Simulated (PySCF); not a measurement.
Gas-phase reaction: AlF3 + HF + AlO → AlF2OH + AlF2

Computed with PySCF and rigid-rotor harmonic-oscillator thermochemistry at 1 bar. † marks an energy on the PBE0/def2-TZVP geometry and frequencies; other levels use their own. Open shells (unrestricted): AlO (multiplicity 2), AlF2 (multiplicity 2); the rest are closed-shell singlets. B3LYP is the form with VWN-RPA correlation. AlF2OH: computed as isolated molecules; such fragments, hydroxides, amides, oligomers or adducts are transient or little studied in the gas.

PBE/def2-SVP gives ΔH°(298 K) = -354 kJ.

### Question
What do B3LYP/def2-TZVP†, ωB97M-V/def2-TZVP†, r2SCAN/def2-TZVP† give?

### Answer
B3LYP/def2-TZVP†: -358 kJ; ωB97M-V/def2-TZVP†: -369 kJ; r2SCAN/def2-TZVP†: -374 kJ. For scale, ΔH°(298 K) is -354 kJ at this level, -369 kJ at ωB97M-V/def2-TZVP†, and runs from -421 to -329 kJ over the 14 levels computed († marks an energy on the PBE0/def2-TZVP geometry).
